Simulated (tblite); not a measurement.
Compound: C3H10NP.
InChI=1S/C3H10NP/c1-5(2,3)4/h4H,1-3H3

Level: GFN2-xTB in tblite, geometry and Hessian alike; calculated harmonic values, unscaled, isolated species. Against measured fundamentals such values can be off by several per cent, at times by over 20.

Harmonic wavenumbers (cm⁻¹): 111.8, 160.4, 177.2, 208.0, 227.3, 271.9, 283.4, 308.1, 394.0, 642.1, 698.1, 724.7, 746.2, 783.2, 793.1, 862.7, 872.2, 881.7, 938.4, 1206.2, 1304.9, 1305.5, 1313.1, 1411.9, 1429.9, 1432.2, 1436.7, 1440.6, 1450.4, 2995.6, 2998.7, 3002.1, 3002.9, 3009.1, 3018.6, 3020.4, 3021.1, 3027.3, 3411.1.

A = 3726, B = 3557, C = 3433 MHz; mass 91.055 u (most abundant isotopes); point group Cs, symmetry number 1.

Problem. Zero-point energy?

Solution. ½Σν̃ = 27161 cm⁻¹ = 77.66 kcal/mol.

Problem. Give the ideal-gas entropy at 298.15 K and 1 bar in the rigid-rotor, harmonic-oscillator model (classical rotation).

Solution. Translation 39.46, rotation 26.36, vibration 20.02: S = 85.8 cal/(mol K).

Problem. And Cp and H(298.15 K) − H(0)?

Solution. Cp = 31.76 cal/(mol K), of which vibrations give 23.81 (their classical limit is 39 R = 77.5); H(298.15 K) − H(0) = 5.86 kcal/mol without the zero-point energy, 3.49 from vibrations.

Problem. What must be added to the electronic energy to get the Gibbs energy at 298.15 K and 1 bar?

Solution. ZPE + [H(298.15 K) − H(0)] − T·S = 77.66 + 5.86 − 25.59 = 57.93 kcal/mol.

Problem. Which modes carry the vibrational entropy at 298.15 K?

Solution. 111.8 cm⁻¹: 3.24; 160.4 cm⁻¹: 2.55; 177.2 cm⁻¹: 2.36; 208.0 cm⁻¹: 2.06; 227.3 cm⁻¹: 1.90; 271.9 cm⁻¹: 1.58 cal/(mol K); the other 33 give 6.33 together.

Hindered rotation and anharmonicity are outside this model.
